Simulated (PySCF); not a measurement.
**GaH⁻, quartet: the ladder up to RCCSDT**

Geometry: that of the GaH⁻, doublet, kept fixed. The doublet lies 1.5 eV lower here.

| atom | x (Å) | y (Å) | z (Å) |
| --- | --- | --- | --- |
| Ga | 0.0000 | 0.0000 | 0.0000 |
| H | 0.0000 | 0.0000 | 1.7244 |

Basis aug-cc-pVTZ; PySCF 2.14.0. Only valence electrons are correlated (noble-gas cores and the filled d shells of p-block atoms frozen), which leaves 5 electrons in 68 orbitals. Prefix R: restricted or restricted open-shell reference; prefix U: unrestricted. No spin–orbit coupling is included, and no scalar relativity. This anion state lies near or above the neutral species, so the extra electron is weakly bound or unbound and the energies hang on the diffuse functions.

Full CI isn't at hand for all of this; RCCSDT serves as the reference. It lacks quadruple excitations. The frozen core follows each run's orbitals, which can shift R against U totals by a few meV for light atoms and by up to 0.1 eV past Ca.

- UHF ⟨S²⟩: 3.759
- T1 diagnostic (ROHF- or RHF-based CCSD): 0.0387
- largest doubles amplitude (ROHF- or RHF-based CCSD): 0.048

| level | E − E(RCCSDT) (kJ/mol) | share of correlation (%) | wall time |
| --- | --- | --- | --- |
| RHF | 196.3 | 0.00 | – |
| RMP2 | 51.9 | 73.59 | – |
| RCCSD | 9.5 | 95.15 | – |
| RCCSD(T) | 2.2 | 98.90 | 14 s |

The correlation energy at RCCSDT, counted from RHF, is -2.035 eV. That run took 7.1 min on 1 thread of Arm Neoverse V2, shared host.

Run but not shown, since their state, orbitals or frozen core can't be matched to the reference's or they repeat it: UHF, UMP2, UCCSD, UCCSD(T).

Times are those of the correlated step on a shared host, with one SCF added for the restricted CCSD run; they ran on 1 thread of Arm Neoverse V2.
